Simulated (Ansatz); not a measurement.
**C2H3FOS: rigid torsion scan in Python**

Aim: a rigid torsion scan, for C2H3FOS, run from a script.

Computed with the Python package of Ansatz 0.2.0. Level of theory: r2SCAN+D3(BJ)/def2-SVP.

## (1) Starting point

Bond lengths: F1–C2 1.375 Å, C2–S3 1.725 Å, C2–C4 1.538 Å, C2–O5 1.418 Å, C4–O5 1.496 Å, S3–H6 1.309 Å, C4–H7 1.078 Å, C4–H8 1.057 Å. Angles: F1–C2–S3 117.2°, F1–C2–C4 114.0°, F1–C2–O5 115.1°, S3–C2–C4 121.4°, S3–C2–O5 116.2°, C4–C2–O5 60.6°, C2–S3–H6 98.6°, C2–C4–O5 55.7°, C2–C4–H7 115.8°, C2–C4–H8 120.0°, O5–C4–H7 113.5°, O5–C4–H8 118.0°, H7–C4–H8 118.5°, C2–O5–C4 63.7°.

No structure file is read: the coordinates are typed or built in the script.

## (2) Script

Input file torsion.py:

```python
"""Energy of C2H3FOS as one group turns about a bond."""

import ansatz as az
from ase import Atoms

params = {
    "basis_set": "def2-SVP",
    "functional": "r2scan",
    "vdw": "d3bj",
    "force_tol": 0.02,
}


def main() -> None:
    atoms = Atoms(["F", "C", "S", "C", "O", "H", "H", "H"], positions=[
        [-0.6881, -0.4781, -1.4847],
        [-0.2317, 0.0796, -0.314],
        [-0.1512, 1.8015, -0.2391],
        [0.7664, -0.804, 0.4536],
        [-0.6527, -0.5786, 0.869],
        [-1.422, 2.0644, -0.4115],
        [0.9415, -1.7832, 0.0386],
        [1.53, -0.3587, 1.0325],
    ])

    # start the scan from a relaxed geometry
    first = (
        az.Crystal.molecule_from_ase(atoms).calculation()
        .basis(gaussian=params["basis_set"])
        .functional(params["functional"], dispersion=params["vdw"])
        .relax(force_tolerance=params["force_tol"], max_steps=80)
    )
    atoms.positions = first.run().report["positions_ang"]

    start = atoms.get_dihedral(0, 1, 2, 5)
    energies = {}
    for turn in range(0, 360, 30):
        turned = atoms.copy()
        turned.set_dihedral(0, 1, 2, 5, start + turn, indices=[2, 5])
        calc = az.Crystal.molecule_from_ase(turned).calculation()
        calc = calc.basis(gaussian=params["basis_set"])
        calc = calc.functional(params["functional"], dispersion=params["vdw"])
        energies[round((start + turn) % 360)] = calc.run().report["free_energy_ev"]
    floor = min(energies.values())
    print("dihedral F0-C1-S2-H5 (deg)   E - E(min) (eV)")
    for angle, e in sorted(energies.items()):
        print(f"{angle:8d} {(e - floor):14.3f}  " + "#" * int(30 * (e - floor) / max(max(energies.values()) - floor, 1e-9)))


if __name__ == "__main__":
    main()
```

## (3) Launch

Command:

```
$ python torsion.py
```

Log:

```text
DeckWarning: the engine holds no damping parameters fitted to this dispersion correction and functional, so the run takes those fitted to r2scan beside the three-body term, which d3bj leaves out (hamiltonian.dispersion, under Limitations)
dihedral F0-C1-S2-H5 (deg)   E - E(min) (eV)
       2          0.092  ###################
      32          0.035  #######
      62          0.000
      92          0.031  ######
     122          0.083  #################
     152          0.106  ######################
     182          0.119  #########################
     212          0.141  ##############################
     242          0.138  #############################
     272          0.096  ####################
     302          0.070  ##############
     332          0.091  ###################
```

(Warnings from the package without file and line.)

Wall time 98 s (1 thread of Arm Neoverse V1, shared host); peak memory 0.24 GiB.

Lines on the test bed's own set-up are left out of the output.

## (4) Path of the relaxation of run 0

The steps of the relaxation:

| step | energy from step 1 (eV) | largest force component (eV/Å) |
| --- | --- | --- |
| 1 | 0.0000 | 3.3660 |
| 2 | -0.2650 | 1.7341 |
| 3 | -0.3227 | 0.2637 |
| 4 | -0.3270 | 0.1035 |
| 5 | -0.3274 | 0.1300 |
| 6 | -0.3277 | 0.0446 |
| 7 | -0.3280 | 0.0231 |
| 8 | -0.3280 | 0.0085 |

Step 1 is the start.

Before: Bond lengths: F1–C2 1.375 Å, C2–S3 1.725 Å, C2–C4 1.538 Å, C2–O5 1.418 Å, C4–O5 1.496 Å, S3–H6 1.309 Å, C4–H7 1.078 Å, C4–H8 1.057 Å. Angles: F1–C2–S3 117.2°, F1–C2–C4 114.0°, F1–C2–O5 115.1°, S3–C2–C4 121.4°, S3–C2–O5 116.2°, C4–C2–O5 60.6°, C2–S3–H6 98.6°, C2–C4–O5 55.7°, C2–C4–H7 115.8°, C2–C4–H8 120.0°, O5–C4–H7 113.5°, O5–C4–H8 118.0°, H7–C4–H8 118.5°, C2–O5–C4 63.7°.

After: Bond lengths: F1–C2 1.357 Å, C2–S3 1.796 Å, C2–C4 1.458 Å, C2–O5 1.376 Å, C4–O5 1.448 Å, S3–H6 1.353 Å, C4–H7 1.097 Å, C4–H8 1.097 Å. Angles: F1–C2–S3 112.7°, F1–C2–C4 118.6°, F1–C2–O5 113.5°, S3–C2–C4 121.4°, S3–C2–O5 120.0°, C4–C2–O5 61.4°, C2–S3–H6 94.1°, C2–C4–O5 56.5°, C2–C4–H7 117.8°, C2–C4–H8 120.6°, O5–C4–H7 114.6°, O5–C4–H8 115.3°, H7–C4–H8 117.2°, C2–O5–C4 62.1°.

Run 0 is this relaxation; the runs after it count from 1.

## (5) What each run gave

From the records of these 12 runs:

| run | turn (°) | energy from run 1 (eV) | SCF cycles | CPU time (s) |
| --- | --- | --- | --- | --- |
| 1 | 0 | 0.0000 | 19 | 4.3 |
| 2 | 30 | 0.0311 | 19 | 4.2 |
| 3 | 60 | 0.0826 | 19 | 4.3 |
| 4 | 90 | 0.1060 | 19 | 4.2 |
| 5 | 120 | 0.1187 | 19 | 4.2 |
| 6 | 150 | 0.1408 | 19 | 4.3 |
| 7 | 180 | 0.1381 | 19 | 4.3 |
| 8 | 210 | 0.0962 | 19 | 4.2 |
| 9 | 240 | 0.0701 | 19 | 4.2 |
| 10 | 270 | 0.0912 | 19 | 4.3 |
| 11 | 300 | 0.0921 | 19 | 4.3 |
| 12 | 330 | 0.0345 | 19 | 4.3 |

## (6) Summary of results

| quantity | value |
| --- | --- |
| runs compared | 12 |
| range of energy | 0.141 eV |
| lowest point, turn (°) | 0 |

What this shows: The lowest point is at 62° and the highest at 212°, 0.141 eV (13.6 kJ/mol) above it, with the rest of the molecule held. Run 0: The relaxation took 7 moves; the largest shift is 0.094 Å, of atom 3 (S). The scan is rigid and the energies are electronic, in a modest basis. With rigid groups the curve can differ much from the relaxed path, the start wasn't checked as a minimum of this torsion, and equivalent turns needn't return to the same energy. A dispersion term here runs with damping parameters fitted for another variant or functional.
